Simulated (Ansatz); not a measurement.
`BS[SiH3]`. The species carries charge 0 and has multiplicity 1.

```xyz
8

B     0.255    1.682    0.137
S    -0.993    0.577    0.748
Si   -0.256   -1.278   -0.064
H     1.167    1.286   -0.525
H     0.139    2.834    0.419
H     1.098   -1.560    0.470
H    -0.210   -1.199   -1.544
H    -1.200   -2.342    0.358
```

Question: What are the harmonic wavenumbers in cm⁻¹ at PBE0-D4/def2-TZVP (Ansatz, finite differences of forces, unscaled)? (Estimate.)

Answer: The calculation gave: 74, 177, 361, 498, 623, 627, 805, 832, 920, 940, 943, 945, 1204, 2238, 2251, 2252, 2591, 2695.

Question: Is this a minimum?

Answer: Yes, all 18 modes are real.

Question: Give the ideal-gas thermochemistry at 298.15 K and 1 bar (rigid rotor, harmonic oscillator; point group Cs, symmetry number 1).

Answer: Zero-point energy 125.5 kJ/mol; H(298) − E = 142.2 kJ/mol; entropy 307.6 J/(mol·K), of which translation 162.9, rotation 103.2, vibration 41.5; G(298) − E = 50.5 kJ/mol. Modes under 100 cm⁻¹ are hindered rotations or soft bends, so the harmonic entropy is rough.

Question: Rotational constants (cm⁻¹)?

Answer: 0.521, 0.1485, 0.1205.
